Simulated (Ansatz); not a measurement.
**Band gap of some III–V compounds**

Method: PBE (Ansatz, a first-principles code, plane waves, PAW). References are measured gaps from which a computed or estimated zero-point shift was taken out, by their sources or here, so that they lie as a rule above the printed measurements.

Values in eV.

```csv
solid,reference,PBE,error (eV)
wurtzite AlN,6.51,4.19,-2.32
zinc-blende InP,1.47,0.69,-0.78
zinc-blende AlP,2.54,1.59,-0.95
zinc-blende GaP,2.43,1.59,-0.84
wurtzite GaN,3.68,1.90,-1.78
zinc-blende BP,2.2 (2.20–2.50),1.24,-0.96
```

Over these 6 solids the mean error is -1.27 eV, the mean absolute error 1.27 eV (median 0.96 eV), and the worst case wurtzite AlN at -2.32 eV; the value is below the reference in 6 of 6 cases.

Brackets give the range of our sources, which can hold other temperatures.

Differences are worked out from the printed values.

Semilocal Kohn–Sham gaps run low as a rule, and all computed gaps are for a static lattice, while measured ones hold electron–phonon shifts unless said otherwise.

Levels without +SOC have no spin–orbit coupling; where heavier elements are present it shifts gaps, mostly down, and can invert bands. Cells: PBE at the measured cell. Ansatz's density-functional and Hartree–Fock values are scalar-relativistic unless marked +SOC, with PAW data made under PBE.

Not in this set, of the III–V compounds with a reference value in our tables and a result at some level: 5 for spin–orbit coupling left out (zinc-blende AlAs, zinc-blende GaAs, zinc-blende GaSb, zinc-blende InAs, zinc-blende InSb); 2 for a reference of another kind, counted apart (zinc-blende AlN, cubic BN); 1 for sources at odds (zinc-blende BAs); 1 for another kind of cell (zinc-blende GaN). These can be a level's worst cases. At least 3 more with a reference value are held back for tests. Without +SOC, gaps count where the solid holds none of Ge, As, Se, Br, Sn, Sb, Te, I or the elements past barium, or holds Ge, As, Se or Br with a gap over 4 eV. Layered and molecular crystals are counted apart.

References as tabulated in, or derived from, Chen et al. (2018), doi:10.1103/physrevmaterials.2.073803; Feneberg et al. (2010), doi:10.1103/physrevb.82.075208; X. Ren, F. Merz, H. Jiang et al., All-electron periodic G0W0 implementation ….
